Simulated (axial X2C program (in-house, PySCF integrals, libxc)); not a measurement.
## Which molecule gave these maps?

PBE0 fields computed with an in-house relativistic program for diatomic molecules, non-relativistic (speed of light × 100, a model and not the real molecule), near the equilibrium distance, one atom at z = 0.

The maps cover the half plane through the axis: z from -2.4 to 4.5 Å along the bond, ρ from 0.15 to 2.25 Å away from it (steps of 0.3 Å, the bottom row nearest the axis).

log10 of the density in e/bohr³:

digits 0 to 9 span -5.06 to 0.80 evenly
```
000111122222333333222110
001112222333333333332211
001122233334444444433221
011222333444455555443322
111223445444555665544332
112234566655566666654432
112345678765667777655432
112345799976667987655432
```

Electron localisation function (collinear form, no current term, damped to 0 at low density):

digits 0 to 9 span 0.00 to 1.00 evenly
```
000000000011122211000000
000000000123334433210000
000000000024555655431000
000000000003677777643100
000000000002678888764210
000000245300688888875310
000001588830688568886420
000003781860584646887420
```

Axial spin density in 10⁻³ e/bohr³:

digits 0 to 9 span -8.65 to 8.65 evenly, values beyond are clipped
```
555555555555555555555555
555555555555555555555555
555555555555666666655555
555555555566778998765555
555555555567899999976555
555555555568999999997555
555555555469999999998655
555555549959999999998655
```

Question: Which molecule is it?
A. MgF²⁺
B. WB⁻
C. PbCl⁻
D. NaC

Answer: D. NaC, with Na at z = 0 and C at z = 2.237 Å, state M_S = 3/2, Λ = 0 (beyond evenly filled blocks: σα, π+α, π-α), basis Na dyall-v3z [9s8p4d2f], C dyall-v3z [7s6p2d1f] (cores contracted in-house). The state is a single determinant with fixed occupations, the lowest that a limited PBE0 search found.
